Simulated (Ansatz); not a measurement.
# P2Si: the cost of one run

Computed with Ansatz 0.2.0, Gaussian basis. Level: cc-pVTZ, core rule «outside noble gas», up to 15 orbitals frozen.

To be run: UHF; CCSD(T) on RHF; CCSD(T) on UHF; BCCD(T) on RHF; CCSDT(Q) on RHF; CASSCF and NEVPT2, 14 electrons in 12 orbitals.

3 further runs of the same task are left out: 3 set aside as unsound or not needed.

### 1 What is computed

The geometry is a PBE0/def2-TZVP stationary point (not a proven minimum).

3 atoms, charge 0, spin multiplicity 1.

Atoms are counted from 1 here; the program's logs count them from 0.

Bond lengths: P1–Si2 2.037 Å, Si2–P3 2.037 Å. Angles: P1–Si2–P3 180.0°.

### 2 UHF

in.yaml reads:

```yaml
crystal:
  periodic: [false, false, false]
  atoms:
    - {symbol: P, position_ang: [0.000000, 0.000000, 2.037300]}
    - {symbol: Si, position_ang: [0.000000, 0.000000, 0.000000]}
    - {symbol: P, position_ang: [0.000000, 0.000000, -2.037300]}
basis:
  gaussian: {orbitals: cc-pVTZ}
magnetization: {spin_polarized: true, initial_magnetization: 0}
hamiltonian: {xc: hf}
output: {orbitals: {seedname: orbitals}}
```

Started as:

```console
> ansatz run in.yaml --threads 1 --pin off --events-out ev --progress --plain --max-ram 2560MiB --backend cpu
```

What time and memory should one allow on 1 thread of AMD EPYC 7R13, shared host?

About 17 s, with a peak of 0.35 GiB.
